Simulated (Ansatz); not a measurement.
**C₃H₂O₂: small, medium and large basis sets**

An exercise on one series of results from a longer session: the logs are not shown, and one member is left open.

The runs use Ansatz 0.2.0, Gaussian basis; one geometry, several basis sets.

The runs, in order: PBE0-D4/def2-SVP; ωB97M-V/def2-SVP; PBE0-D4/def2-QZVPP; ωB97M-V/def2-QZVPP; the functionals' def2-TZVPP values are taken from earlier runs.

## The relaxed structure

The geometry comes from an earlier relaxation with PBE0-D4 in a triple-zeta def2 set; it is a stationary point, not always the lowest conformer.

SMILES `C#CC(=O)O`, 7 atoms, charge 0, spin multiplicity 1.

Atoms are counted from 1 here; the program's logs count them from 0.

Bond lengths: C1–C2 1.199 Å, C1–H6 1.065 Å, C2–C3 1.444 Å, C3–O4 1.200 Å, C3–O5 1.339 Å, O5–H7 0.968 Å. Angles: C2–C1–H6 179.9°, C1–C2–C3 177.4°, C2–C3–O4 124.1°, C2–C3–O5 111.7°, O4–C3–O5 124.2°, C3–O5–H7 106.5°.

As a file:

```
atom    x (Å)    y (Å)    z (Å)
  C1  -0.6565   0.2882   1.7677
  C2  -0.2919   0.0273   0.6560
  C3   0.1083  -0.3410  -0.6816
  O4  -0.2916  -1.3132  -1.2598
  O5   0.9796   0.5345  -1.1971
  H6  -0.9814   0.5188   2.7557
  H7   1.1948   0.2173  -2.0865
```

The first run:

in.yaml reads:

```yaml
crystal:
  periodic: [false, false, false]
  atoms:
    - {symbol: C, position_ang: [-0.656518, 0.288205, 1.767665]}
    - {symbol: C, position_ang: [-0.291946, 0.027313, 0.655953]}
    - {symbol: C, position_ang: [0.108258, -0.341043, -0.681590]}
    - {symbol: O, position_ang: [-0.291627, -1.313157, -1.259775]}
    - {symbol: O, position_ang: [0.979601, 0.534496, -1.197127]}
    - {symbol: H, position_ang: [-0.981359, 0.518844, 2.755668]}
    - {symbol: H, position_ang: [1.194792, 0.217343, -2.086494]}
basis:
  gaussian: {orbitals: def2-SVP}
hamiltonian: {xc: pbe0, dispersion: d4}
output: {orbitals: {seedname: orbitals}}
```

Steps of the session up to this table: PBE0-D4 in def2-SVP; ωB97M-V in def2-SVP; PBE0-D4 in def2-QZVPP; ωB97M-V in def2-QZVPP.

One table of the session follows, with a row left open; its other results are not shown here.

It belongs to the step «Density functionals: the series». 

```
functional       basis  HOMO (eV)
   PBE0-D4    def2-SVP      -8.32
   PBE0-D4  def2-TZVPP      -8.47
   PBE0-D4  def2-QZVPP      -8.51
   ωB97M-V    def2-SVP     -10.67
   ωB97M-V  def2-TZVPP          ?
   ωB97M-V  def2-QZVPP     -10.87
```

Q: Estimate the row for ωB97M-V, def2-TZVPP from the others.

As computed: HOMO (eV): -10.83. In the column «HOMO (eV)» it lies between ωB97M-V, def2-QZVPP (-10.87) and ωB97M-V, def2-SVP (-10.67).
